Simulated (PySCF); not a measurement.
Species: CCl₃F.
Numbering: `[F:1][C:2]([Cl:3])([Cl:4])[Cl:5]`

A GFN2-xTB structure was refined with PySCF 2.14.0, PBE0-D3(BJ)/def2-SVP geometry optimisation, gas phase. Its GFN2-xTB values:

| coordinate | GFN2-xTB |
| --- | --- |
| F1–C2 | 1.347 Å |
| C2–Cl3 | 1.778 Å |
| C2–Cl4 | 1.805 Å |
| F1–C2–Cl3 | 109.9° |
| Cl3–C2–Cl4 | 110.4° |

**Question.** How do these coordinates change at the PBE0-D3(BJ)/def2-SVP level?

**Answer.** 
| coordinate | PBE0-D3(BJ)/def2-SVP (Å or °) | change |
| --- | --- | --- |
| C2–Cl4 | 1.767 | -0.038 |
| F1–C2 | 1.326 | -0.021 |
| C2–Cl3 | 1.766 | -0.012 |
| F1–C2–Cl3 | 108.6 | -1.3 |
| Cl3–C2–Cl4 | 110.3 | -0.1 |

The energy falls by 0.034 eV over 7 energy and gradient evaluations, the largest force component goes from 0.0188 to 2.3e-04 Eh/bohr, and the atoms move by 0.023 Å rms after alignment. The bond that changes most is C2–Cl4 (CCl3 carbon to chlorine of a CCl3 group), which shortens by 0.038 Å. Bonds longer at the end by more than 0.005 Å: 0 of 4; shorter: 4. Rotational constants go from 2433, 2378, 1681 to 2461, 2461, 1719 MHz.

The run used 82 basis functions and 51 SCF cycles in all. Time: 16 s; peak memory 0.35 GiB. Hardware: one thread, Arm Neoverse V1 (aarch64), no GPU (shared host).

Not checked by PBE0-D3(BJ)/def2-SVP frequencies.
